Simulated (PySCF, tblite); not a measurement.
# C5H10P−: geometry, infrared bands and NMR shifts

What infrared bands and NMR shifts should C5H10P− (`C=C[P-]CCC`) show?

Computed with tblite 0.8.0 and PySCF 2.14.0, with density-fitted response routines of our own, on a single molecule in the gas phase. Atoms count from 0, in the outputs and in this text.

### Step 1. Starting geometry

16 atoms, charge -1, multiplicity 1; geometry from: force field or distance geometry start.

Bonds of the start (Å): C0–C1 1.35, C1–P2 1.75, P2–C3 1.80, C3–C4 1.54, C4–C5 1.50, C0–H6 1.09, C0–H7 1.07, C1–H8 1.09, C3–H9 1.12, C3–H10 1.10, C4–H11 1.11, C4–H12 1.11, C5–H13 1.11, C5–H14 1.12, C5–H15 1.10.

### Step 2. Optimising the geometry with GFN2-xTB

What the job is given:

```
{"job": {"kind": "relax", "xc": "GFN2-xTB", "basis": "xTB"}, "charge": -1, "multiplicity": 1}
C      2.992100    -0.027600     0.478300
C      2.325600     1.007800    -0.064500
P      0.575100     1.025600    -0.039400
C     -0.220300    -0.588500    -0.164400
C     -1.482500    -0.632900     0.718400
C     -2.418500     0.421200     0.205100
H      4.079400     0.039500     0.427000
H      2.529100    -0.869800     0.939300
H      2.854700     1.852400    -0.512000
H     -0.611000    -0.762300    -1.198100
H      0.461200    -1.409000     0.087100
H     -1.949100    -1.620400     0.494300
H     -1.231500    -0.493300     1.787900
H     -3.171400     0.746600     0.954400
H     -1.818500     1.295300    -0.167300
H     -2.922000     0.024100    -0.690000
```

The run is started by

```bash
$ OMP_NUM_THREADS=1 python probes_run.py task.json out
```

One launch serves the whole session: the jobs run in the order shown.

**Question.** This job is followed by: GFN2-xTB harmonic vibrations, gas phase; GIAO PBE0/pcSseg-1 NMR shielding, non-relativistic, gas phase. Predict these results of the whole session: strongest single infrared mode (GFN2-xTB); zero-point energy (GFN2-xTB); ¹³C shifts against TMS (PBE0/pcSseg-1); ¹H shifts against TMS (PBE0/pcSseg-1, means over atoms taken as alike); ³¹P shifts against H3PO4 (PBE0/pcSseg-1).

**Answer**, as computed:

| quantity | value |
| --- | --- |
| strongest single infrared mode (GFN2-xTB) | 2996 cm⁻¹, 284 km/mol |
| zero-point energy (GFN2-xTB) | 83.8 kcal/mol |
| ¹³C shifts against TMS (PBE0/pcSseg-1) | 165.9, 78.2, 31.2, 22.0, 17.1 ppm |
| ¹H shifts against TMS (PBE0/pcSseg-1, means over atoms taken as alike) | 6.99, 3.88, 3.61, 1.84, 1.45, 1.11 ppm |
| ³¹P shifts against H3PO4 (PBE0/pcSseg-1) | -52.6 ppm |

**Reading.** The optimisation took 133 steps and gained 0.860 eV; among the close pairs (by a distance rule), P2–C3 changed most, from 1.804 to 1.878 Å. All 42 modes are real, so the xTB geometry is a minimum. Unscaled tight-binding wavenumbers are off by several per cent, some by more. Its intensities can rank the bands wrongly. At PBE0/pcSseg-1 the HOMO lies above zero (+0.80 eV), as often for anions in the gas phase: self-interaction error lifts it, or the electron is held by the finite basis alone; counter-ions and solvent are missing.
